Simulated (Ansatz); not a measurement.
Species: C2H6N, charge -1, multiplicity 1. It need not be the lowest isomer of its formula. Whether it binds its extra electron was not tested at this geometry. 
Structure (B3LYP-D3(BJ)/def2-TZVP (Ansatz, a quantum-chemistry and plane-wave program) minimum search):
```
C
H 1 1.1051
N 1 1.4813 2 106.17
H 3 1.0154 1 108.88 2 166.40
H 3 1.0455 4 103.76 1 -118.97
C 1 1.5135 2 107.21 3 -118.35
H 6 1.1007 1 111.78 2 -52.32
H 6 1.1026 7 106.49 1 123.54
H 6 1.1379 7 106.53 8 110.72
```
Charge -1, spin multiplicity 1.

Basis-set convergence of Hartree-Fock and CCSD correlation energies (hartree) with Ansatz. Valence correlation only, unless marked. No spin-orbit coupling. No relativistic terms. This anion needs diffuse functions, which these sets lack.

```
basis    functions       E(HF)  E(corr, CCSD)
-------  ---------  ----------  -------------
cc-pVDZ          -  -133.55103       -0.51754
cc-pVTZ        174  (withheld)     (withheld)
```

Q: Fill in the missing entries.

A: 
- cc-pVTZ, E(HF): -133.59892
- cc-pVTZ, E(corr, CCSD): -0.62289
